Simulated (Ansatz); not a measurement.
# SiHCl: ionisation energy by level of theory

How much energy removes an electron from SiHCl at fixed geometry? The cation is run at each level and the neutral's energy taken from earlier runs.

The runs use Ansatz 0.2.0, Gaussian basis; unrestricted cation, the program's frozen cores in correlated methods.

The runs, in order: UKS PBE-D4/def2-TZVPP; UKS r2SCAN-D4/def2-TZVPP; UKS PBE0-D4/def2-TZVPP; UKS B3LYP-D4/def2-TZVPP; UKS wB97X-V/def2-TZVPP; UKS wB97M-V/def2-TZVPP; UKS B2PLYP/def2-TZVPP; UHF-CCSD(T)/def2-TZVPP; UHF-CCSD(T)/def2-QZVPP; extrapolation to the limit; then −ε(HOMO) from the neutral's earlier runs with LDA (SPW92), PBE-D4, revPBE-D4, BLYP-D4, r2SCAN-D4, B97M-V, PBE0-D4, B3LYP-D4, r2SCANh-D4, r2SCAN0-D4, HSE06-D4, BHLYP-D4, CAM-B3LYP-D4, LC-ωPBE, ωB97X-V, ωB97M-V.

### 1 The geometry

An earlier PBE0-D4/def2-TZVP relaxation fixed the geometry.

SMILES `[SiH]Cl`, 3 atoms, charge 0, spin multiplicity 1.

Atoms are counted from 1 here; the program's logs count them from 0.

Bond lengths: Si1–Cl2 2.077 Å, Si1–H3 1.529 Å. Angles: Cl2–Si1–H3 94.7°.

### 2 Cation, UKS PBE-D4/def2-TZVPP

File in.yaml:

```yaml
crystal:
  periodic: [false, false, false]
  atoms:
    - {symbol: Si, position_ang: [-0.545882, 0.550550, -0.249467]}
    - {symbol: Cl, position_ang: [1.270126, 0.330783, 0.734855]}
    - {symbol: H, position_ang: [-0.735245, -0.946133, -0.498688]}
basis:
  gaussian: {orbitals: def2-TZVPP}
total_charge: 1
magnetization: {spin_polarized: true, initial_magnetization: 1}
hamiltonian: {xc: pbe, dispersion: d4}
```

The run is started by

```bash
ansatz run in.yaml --threads 2 --pin off --events-out ev --progress --plain --max-ram 32768MiB --backend cpu
```

Further steps of the session: Cation, UKS r2SCAN-D4/def2-TZVPP; Cation, UKS PBE0-D4/def2-TZVPP; Cation, UKS B3LYP-D4/def2-TZVPP; Cation, UKS wB97X-V/def2-TZVPP; Cation, UKS wB97M-V/def2-TZVPP; Cation, UKS B2PLYP (frozen core)/def2-TZVPP; Cation, UHF-CCSD(T)/def2-TZVPP; Cation, UHF-CCSD(T)/def2-QZVPP.

**Question.** What will the summary of the whole plan be? Wanted: ionisation energy, CCSD(T)/CBS; nearest functional by difference; nearest −ε(HOMO); −ε(HOMO) of PBE; T1 of the cation.

As calculated:

| quantity | value |
| --- | --- |
| ionisation energy, CCSD(T)/CBS | 9.58 eV |
| nearest functional by difference | ωB97X-V (-0.13 eV) |
| nearest −ε(HOMO) | LC-ωPBE (+0.00 eV) |
| −ε(HOMO) of PBE | 5.89 eV |
| T1 of the cation | 0.028 |

By cation minus neutral, the functionals miss by 0.38 eV at most. The PBE orbital energy is 3.7 eV too small: a semilocal HOMO is no ionisation energy. Among orbital estimates LC-ωPBE comes nearest. Hartree-Fock falls 0.98 eV short, as the neutral has more correlation energy than the cation.
